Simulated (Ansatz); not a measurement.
Ideal-gas functions of C₂H₅OS− (`[CH2-]S(C)=O`) at 298.15 K and 1 bar, from an Ansatz frequency run at PBE0-D4/def2-TZVPD.

Molar mass 77.13 g/mol, point group C1 (symmetry number 1), electronic degeneracy 1, moments of inertia 66.402, 70.847, 115.838 u Å². Harmonic wavenumbers (cm⁻¹, unscaled): 208, 278, 342, 382, 446, 580, 685, 873, 901, 937, 1006, 1025, 1281, 1393, 1436, 1445, 3025, 3028, 3116, 3134, 3149.

Use S(trans) = R[1.5 ln M + 2.5 ln T − 1.1517]; rotational temperatures θ = 24.2544 K / I; S(rot) = R[ln(√π/σ · √(T³/θAθBθC)) + 1.5]; for each mode x = 1.438777 ν̃/T, S = R[x/(eˣ − 1) − ln(1 − e⁻ˣ)] and H = RT x/(eˣ − 1); 1 cm⁻¹ = 0.0119627 kJ/mol; R = 8.31446 J/(mol·K).

Task: By hand: the entropy, in J/(mol·K).

Result: Translation 163.1. Rotation: θ = 0.3653, 0.3423, 0.2094 K, giving 103.4. Vibration, mode by mode: 8.62, 6.47, 5.03, 4.31, 3.38, 2.03, 1.36, 0.65, 0.58, 0.50, 0.38, 0.35, 0.12, 0.08, 0.06, 0.06, 0.00, 0.00, 0.00, 0.00, 0.00, in all 34.0. Electronic 0.0. Sum 300.5 J/(mol·K).

Task: By hand: H − E and G − E in kJ/mol, counted from the electronic energy.

Result: Zero-point energy ½ × 28670 × 0.0119627 = 171.5; thermal vibration 6.6; translation, rotation and pV give 4 RT = 9.9. H − E = 188.0 kJ/mol, and G − E = 188.0 − 298.15 × 300.5/1000 = 98.4 kJ/mol.

Vibration gives 11 % of the entropy. The sum counts one conformer and one mirror image; others add a mixing term.
